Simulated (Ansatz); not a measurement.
Two shapes of singlet CH4.

Shape 1:

```xyz
5

C     0.0306    0.0043   -0.0393
H     0.6607    0.6198    0.6738
H     0.6828   -0.6375   -0.6444
H    -0.5955    0.6169   -0.6070
H    -0.6741   -0.6232    0.6061
```

Shape 2:

```xyz
5

C     0.0000    0.0000    0.0000
H     0.5833    0.5833    0.5833
H     0.5833   -0.5833   -0.5833
H    -0.5833    0.5833   -0.5833
H    -0.5833   -0.5833    0.5833
```

Basis set: 6-31G* (spherical functions). Left uncorrelated: 1 orbital. Charge 0, multiplicity 1.

Computed with Ansatz (development build ahead of 0.2.0); each method stands on the lowest determinant of its kind that the runs found.

Task: Which shape is lower in energy, and by how much in each method?

Result:

```csv
method,E(2) − E(1) (eV)
RHF,0.308
RHF-MP2,0.393
```

Shape 1 is lower.
